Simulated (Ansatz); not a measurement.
`CC(N)=O` → 2 C• + 5 H• + N• + O•  (atomization)

Gas-phase electronic energies from Ansatz, PBE0-D4/def2-TZVP geometries. CCSD(T)/CBS adds triple-zeta CCSD(T) − MP2 to the extrapolated MP2 energy (def2 sets, frozen cores). This one scheme is used for every species, atoms too. Functionals use def2-TZVPP. B3LYP here is the variant with VWN-RPA as its local correlation; programs differ in this. HSE06 is defined as in plane-wave codes. Open shells (•) are unrestricted, without spin–orbit coupling. Spin–orbit coupling would lower the free atoms: a little for C, O. One conformer a species, not always the lowest.

Question: What is ΔE at CCSD(T)/CBS? (Best estimate.)

Answer: The calculation gave: +3627.4 kJ/mol.

Question: What do these levels give: BLYP-D4, r2SCAN-D4, r2SCANh-D4, r2SCAN0-D4, HSE06-D4, BHLYP-D4, revPBE, PBE0, B3LYP, HSE06, CCSD(T)/def2-SVP, HF/CBS(def2)? (Best estimate.)

Answer: Ansatz gave: BLYP-D4 3669.2, r2SCAN-D4 3644.0, r2SCANh-D4 3612.7, r2SCAN0-D4 3567.7, HSE06-D4 3661.2, BHLYP-D4 3503.2, revPBE 3609.0, PBE0 3647.7, B3LYP 3629.8, HSE06 3651.9, CCSD(T)/def2-SVP 3439.0, HF/CBS(def2) 2544.2 kJ/mol.

Largest T1 diagnostic among the species: 0.014.

In def2-TZVPP, CCSD(T) changes the Hartree–Fock value by +987.4 kJ/mol (the triples alone add +62.2 kJ/mol) and MP2 by +1061.9 kJ/mol; breaking electron pairs costs correlation energy, which Hartree–Fock lacks. From BLYP to BHLYP (50 % exact exchange), in def2-TZVPP and without D4, ΔE moves by −150.7 kJ/mol: exact exchange takes away binding that semilocal exchange gives to molecules. The D4 term adds +19.6 kJ/mol with B3LYP and +10.1 kJ/mol with PBE0; it sums over pairs of atoms, weighted by their polarisabilities, and B3LYP, whose exchange is more repulsive, gets the larger term.

For atomizations the MP2-based limit and the directly extrapolated one differ by several kJ/mol either way, and by 10 to 25 for some Ge, Se and Sn compounds, so smaller differences from it don't rank the levels.
